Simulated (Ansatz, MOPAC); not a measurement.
Species: trifluoroborane, BF₃, charge 0, multiplicity 1. SMILES: FB(F)F

Atoms: B1, F2, F3, F4. Bonds: B1-F2, B1-F3, B1-F4.

Bond lengths (Å) and angles (degrees) optimised at PM3 with MOPAC; PBE/6-31G* with Ansatz (an electronic-structure program); B3LYP/LANL2DZ with Ansatz, each started from the B3LYP-D3(BJ)/def2-TZVP structure (Ansatz) of the last column. A row stands for all coordinates that are equal there. 6-31G* holds six Cartesian d functions. No wavenumbers were computed at PBE/6-31G*, B3LYP/LANL2DZ, so these may be saddle points.

| coordinate | PM3 | PBE/6-31G* | B3LYP/LANL2DZ | B3LYP-D3(BJ)/def2-TZVP |
|---|---|---|---|---|
| B1-F2 | 1.312 | 1.327 | 1.352 | 1.316 |
| F2-B1-F3 | 120.0 | 120.0 | 120.0 | 120.0 |

Mean signed difference of all 3 bond lengths from B3LYP-D3(BJ)/def2-TZVP: PM3 -0.004 Å, PBE/6-31G* 0.012 Å, B3LYP/LANL2DZ 0.036 Å.
